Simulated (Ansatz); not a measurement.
## TO phonon frequency at X of zinc-blende GaN (metastable phase) at several levels of theory

No measured value is used here.

```
level (code)     value (cm⁻¹)  cell (Å³/atom)
---------------  ------------  --------------
LDA (Ansatz)              617           11.05
PBE (Ansatz)              577           11.76
r²SCAN (Ansatz)           ___           11.37
HSE06 (Ansatz)            617           11.37
PBE0 (Ansatz)             618           11.36
```

Task: Some entries are withheld; supply them.

Result: 
- r²SCAN (Ansatz, an electronic-structure program), value (cm⁻¹): 610

Each level is taken at its own relaxed cell. Cutoffs and k meshes differ between the levels. Ansatz's density-functional and Hartree–Fock values are scalar-relativistic unless marked +SOC, with PAW data made under PBE.
